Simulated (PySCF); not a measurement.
Gas-phase reaction: (CH₃)₂SiH₂ + 3 vinylsilane = 4 CH₃SiH + C₄H₁₀ (n-butane)

Energies from PySCF, thermal terms from the rigid-rotor harmonic-oscillator model, ideal gas at 1 bar. † marks an energy on the PBE0/def2-TZVP geometry and frequencies; other levels use their own. MP2 freezes the core. 6-31G* has spherical d functions here. All species are closed-shell singlets. B3LYP is the form with VWN-RPA correlation. CH₃SiH: computed as isolated molecules; such fragments, hydroxides, amides, oligomers or adducts are transient or little studied in the gas. MP2 isn't extrapolated to the basis-set limit.

```
level               ΔH°(298 K), kJ
------------------  --------------
B3LYP/6-31G*            (withheld)
B3LYP/def2-TZVP†               510
HF/6-31G*                      481
M06-2X/def2-TZVP†              488
MP2/def2-SVP†                  514
MP2/def2-TZVPP†                547
PBE/def2-SVP            (withheld)
PBE/def2-TZVP†          (withheld)
PBE0/def2-TZVP                 503
ωB97M-V/def2-TZVP†      (withheld)
```

Complete the blanks.


- B3LYP/6-31G*, ΔH°(298 K), kJ: 464
- PBE/def2-SVP, ΔH°(298 K), kJ: 479
- PBE/def2-TZVP†, ΔH°(298 K), kJ: 493
- ωB97M-V/def2-TZVP†, ΔH°(298 K), kJ: 493
